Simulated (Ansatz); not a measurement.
C3H8 (propane): from total energies to a heat of formation

The species is C3H8 (11 atoms), meant as a singlet with charge 0. As SMILES, `CCC`. Geometry: relaxed at PBE0-D4/def2-TZVP.

Total energies at PBE-QIDH/def2-SVP, 3 core orbitals frozen (Ansatz 0.2.0); the atoms run unrestricted:

| species | state | energy (Eh) |
| --- | --- | --- |
| C3H8 | singlet | -118.854548 |
| C | triplet | -37.748563 |
| H | doublet | -0.501240 |

Harmonic wavenumbers at PBE0-D4/def2-TZVP, in cm⁻¹: 223, 272, 365, 748, 893, 907, 929, 1083, 1179, 1210, 1315, 1363, 1399, 1413, 1481, 1483, 1488, 1499, 1504, 3039, 3039, 3042, 3066, 3106, 3116, 3118, 3120.

Measured heats of formation of the gaseous atoms at 298.15 K, in kJ/mol: C 716.9, H 218.0. Take 1 Eh = 2625.50 kJ/mol, 1 cm⁻¹ = 0.0119627 kJ/mol, RT = 2.479 kJ/mol.

Task: Work out the heat of formation of the gas at 298 K.

Result: 
1. Electronic atomisation energy: 3 × (-37.748563) + 8 × (-0.501240) − (-118.854548) = 1.598939 Eh = 4198.0 kJ/mol.
2. Zero-point energy: half the sum of the wavenumbers, 22700 cm⁻¹ = 271.6 kJ/mol.
3. Thermal vibrational enthalpy, Σ hcν̃/(exp(hcν̃/kT) − 1): 4.5 kJ/mol. Translation, rotation and pV of a non-linear molecule: 4 RT = 9.9 kJ/mol.
4. The 11 free atoms carry 5/2 RT each: 68.2 kJ/mol.
5. Spin-orbit coupling lowers the free atoms by 3 × 0.02 = 0.1 kJ/mol.
6. Atomisation enthalpy at 298 K: 4198.0 − 0.1 − 271.6 − 4.5 − 9.9 + 68.2 = 3980.1 kJ/mol.
7. Sum of the atoms' heats of formation: 3894.7 kJ/mol. Heat of formation: 3894.7 − 3980.1 = -85.4 kJ/mol.

The tabulated value is -104.4 kJ/mol (Active Thermochemical Tables), so this level is off by +19.0 kJ/mol, or 0.5 % of the atomisation enthalpy. A double-zeta basis underbinds. Anharmonicity and any spin-orbit splitting of the molecule are left out, and so is core correlation.
